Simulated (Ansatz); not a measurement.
Frontier orbitals of C₆H₆, SMILES `CC#CC#CC`.

Charge 0, multiplicity 1. The geometry is a stationary point of PBE0-D4/def2-TZVP. Basis def2-TZVPP, Ansatz.

| functional | HOMO (eV) | LUMO (eV) | gap (eV) |
| --- | --- | --- | --- |
| LDA (SPW92) | -5.78 | -1.16 | 4.62 |
| PBE | -5.62 | -0.97 | 4.65 |
| BLYP | -5.46 | -0.82 | 4.64 |
| PBE0 | -6.70 | -0.06 | 6.64 |
| ωB97M-V | -8.78 | 1.98 | 10.76 |
| HF | -9.08 | 3.68 | 12.76 |

A quarter of exact exchange (PBE0) shifts PBE's HOMO by −1.08 eV and its LUMO by +0.90 eV; full exchange at long range (ωB97M-V) shifts them by −3.16 and +2.95 eV. The gap opens from 4.65 to 10.76 eV, since occupied levels lose self-interaction and empty ones feel all the electrons. A positive LUMO is unbound and depends on the basis.
